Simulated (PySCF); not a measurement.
Species: C5H5O (doublet state).
Structure used (GFN2-xTB), in Å, numbered top down from 1:
```xyz
11
C5H5O angstrom
C     -2.2246    0.7983    0.0706
C     -1.0906    0.4174    0.5450
C     -0.1603   -0.6311   -0.0918
C      1.1396    0.0056   -0.4909
C      2.2021   -0.0286    0.2493
O      3.1616   -0.1039    0.9042
H     -2.8463    0.5978   -0.7711
H     -0.6903    0.8248    1.4652
H      0.0113   -1.4170    0.6452
H     -0.6456   -1.0590   -0.9684
H      1.1484    0.5984   -1.3902
```

The hyperfine couplings belong to this conformer and change with its torsions.

As a line formula: `[H]/[C]=C\CC=C=O` [radical].

Computed, not measured: UKS B3LYP, pcH-1 on C H O, non-relativistic, mean-field spin-orbit, GIAO (PySCF). The structure is a single GFN2-xTB conformer in the gas phase; no vibrational or solvent corrections. The geometry wasn't refined by DFT: couplings that depend on bond lengths, twists or pyramidal angles can differ widely from those at the functional's own minimum. The SCF solution wasn't tested for stability.

Task: Give the principal g shifts and their parts.

Result: 
| Δg (ppm) | 1 | 2 | 3 |
| --- | --- | --- | --- |
| relativistic mass correction | -149 | -149 | -149 |
| gauge correction | 33 | 8 | -27 |
| orbital Zeeman/spin–orbit | -385 | 21 | 566 |
| total | -501 | -119 | 391 |

So g = 2.00182, 2.00220, 2.00271 and g_iso = 2.00224; the tensor is rhombic: the two nearest values differ by 43 % of g3 − g1. Axes: g1 points within 8° of the C1–H7 bond and g2 points within 4° of the C2–C3 bond.

Task: What effective moment and Curie constant follow for a powder?

Result: With the mean of g² = 4.0090 and S(S+1) = 0.75: μ_eff = √(⟨g²⟩S(S+1)) = 1.734 μB and χT = 0.12505·⟨g²⟩·S(S+1) = 0.376 cm³ K/mol (cgs; spin-Hamiltonian part alone).

Task: What are the electron Larmor frequencies g μB B/h along the three axes at 340 mT?

Result: 9.5261, 9.5279, 9.5303 GHz for g1, g2 and g3, a range of 4.2 MHz.

Task: In a frozen sample, at which fields do the three g values resonate at 9.5, 34, 94 and 263 GHz (hyperfine left aside), and which band first spreads them over more than twice a line width of 0.5 mT?

Result: 
```csv
band,GHz,B(g3) mT,B(g2) mT,B(g1) mT,spread mT
X,9.5,338.92,339.00,339.07,0.15
Q,34.0,1212.97,1213.28,1213.51,0.54
W,94.0,3353.50,3354.35,3354.99,1.49
J,263.0,9382.66,9385.05,9386.84,4.18
```

The spread grows in proportion to the frequency. W band is the first where it exceeds 1.0 mT.

Largest spin populations (Mulliken): C1 (+1.03), C2 (-0.17) and C3 (+0.08). No atom but C1 exceeds +0.15. The positive populations add up to 1.17 and the negative ones to -0.17, together 2S = 1.

The HOMO–LUMO gaps are 4.86 eV among the α and 4.29 eV among the β orbitals.
